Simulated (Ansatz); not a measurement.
# Relative stability

Two relaxed structures of BSiNH₅ (charge -1), singlet (PBE0-D4/def2-TZVPD; forces vanish, vibrations not checked).

A:

```xyz
8
angstrom
N -1.6280 0.3974 -0.8924
B -0.2697 0.4081 -0.7828
Si 0.5926 -0.4353 0.8635
H -1.9342 0.8480 -1.7563
H 0.5397 0.8840 -1.5880
H -0.3308 -1.0396 1.8891
H 1.5706 -1.5572 0.5789
H 1.4596 0.4946 1.6880
```

B:

N1  (0.003, 0.206, -0.531)
B2  (-0.426, 0.462, -1.673)
Si3  (0.663, -0.185, 1.221)
H4  (1.004, 1.279, 1.392)
H5  (-0.831, 0.704, -2.754)
H6  (-0.713, -0.690, 1.599)
H7  (1.671, -1.129, 0.603)
H8  (1.216, -0.513, 2.688)
(Å)

Program: Ansatz 0.2.0. Basis: def2-TZVPPD. Cores are frozen in the correlated methods. B3LYP uses VWN-RPA correlation.

(1) Which structure is lower at CCSD(T), and by how much? (Judge from chemistry; the value comes from the calculation.)

The T1 diagnostic stays at or below 0.016.

Answers

(1) By the calculation: A, by 47.0 kJ/mol (electronic energy, against the other). By their contacts, A is BSiNH₅ ([NH][BH][SiH3]), total charge -1 and B is BSiNH₅ ([BH][N][SiH4]), total charge -1.

All methods give the same order:

| method | E(B) − E(A) (kJ/mol) |
| --- | --- |
| PBE-D4 | 60.2 |
| r2SCAN-D4 | 53.2 |
| PBE0-D4 | 62.3 |
| B3LYP-D4 | 48.4 |
| wB97M-V | 47.6 |
| HF | 51.1 |
| MP2 | 35.3 |
| CCSD | 48.3 |
| CCSD(T) | 47.0 |

Labels in which every atom is bracketed show which atoms are joined, not bond orders.

For scale, one of the runs: CCSD(T)/def2-TZVPPD, 207 basis functions, launched by `ansatz run in.yaml --threads 2 --pin off --events-out ev --progress --plain --max-ram 4352MiB`. Time: 48 s of wall clock on 2 CPU threads of an Arm Neoverse V1; the host was shared. Peak host memory: 2.6 GiB.
